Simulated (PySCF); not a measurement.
# S₄: relaxation and vibrations of the triplet

The task is one start of a wider search on S₄: the triplet, from a tetrahedron start. It is relaxed, tested by its Hessian and followed downhill if it is a saddle.

The runs use PySCF 2.14.0; PBE0, basis S def2-TZVP, no relativity, density fitting.

## Step 1: The starting structure

4 atoms, charge 0, spin multiplicity 3.

Bond lengths: S1–S2 2.060 Å, S1–S3 2.060 Å, S1–S4 2.060 Å, S2–S3 2.060 Å, S2–S4 2.060 Å, S3–S4 2.060 Å. Angles: S2–S1–S3 60.0°, S2–S1–S4 60.0°, S3–S1–S4 60.0°, S1–S2–S3 60.0°, S1–S2–S4 60.0°, S3–S2–S4 60.0°, S1–S3–S2 60.0°, S1–S3–S4 60.0°, S2–S3–S4 60.0°, S1–S4–S2 60.0°, S1–S4–S3 60.0°, S2–S4–S3 60.0°.

Z-matrix (Å, degrees; charge 0 multiplicity 3):
```
S
S  1 2.0599
S  1 2.0599 2 60.00
S  1 2.0599 2 60.00 3 70.53
```

## Step 2: The SCF at the typed geometry

One driver script runs all steps and calls PySCF; scf.py shows how it sets up the SCF of each step. The optimiser is the driver's own. After this first run the driver tries any further starts and a stability analysis.

scf.py

```python
from pyscf import gto, scf, dft
mol = gto.M(atom='''
S      0.728300     0.728300     0.728300
S      0.728300    -0.728300    -0.728300
S     -0.728300     0.728300    -0.728300
S     -0.728300    -0.728300     0.728300''',
    basis={'S': 'def2-TZVP'},
    charge=0, spin=2)
mf = dft.UKS(mol, xc='PBE0')
mf.grids.atom_grid = (50, 194)
aux = {'S': 'def2-universal-JKFIT'}
mf = mf.density_fit(auxbasis=aux)
mf.conv_tol = 1e-08
mf.diis_space = 10
mf.max_cycle = 60
mf.init_guess = 'minao'
mf.verbose = 4
mf.kernel()
```

Started as:

```sh
OMP_NUM_THREADS=4 python axn.py task.json out
```

Further steps of the session: Relaxation: tetrahedron start, triplet; Relaxing without the symmetry constraint; Frequencies.

**Question.** What will these runs give? Wanted: minimum; geometry; wavenumbers; dipole moment; highest occupied, lowest empty level; polar-tensor charge of S1; zero-point energy; atomisation energy; ⟨S²⟩.

**Answer**, as computed:

| quantity | value |
| --- | --- |
| minimum | triplet, C2v |
| geometry | S–S 1.895 Å (×2), S–S 2.379 Å; S–S–S 101.9° (×2) |
| wavenumbers (cm⁻¹) | 75 (a2), 102 (a1), 252 (a1), 279 (b2), 693 (b2), 716 (a1) |
| dipole moment | 0.55 D |
| highest occupied, lowest empty level (either spin) | -6.52, -4.26 eV |
| polar-tensor charge of S1 | +0.05 e |
| zero-point energy | 12.7 kJ/mol |
| entropy at 298.15 K | 335.5 J/(mol K) |
| atomisation energy (no zero-point energy) | 945 kJ/mol |
| ⟨S²⟩ | 2.012 |

**Reading.** From Td at the start the molecule goes to a C2v minimum. In the infrared the band at 693 cm⁻¹ (b2) leads. Other starts or spin states, not run here, may lie lower.
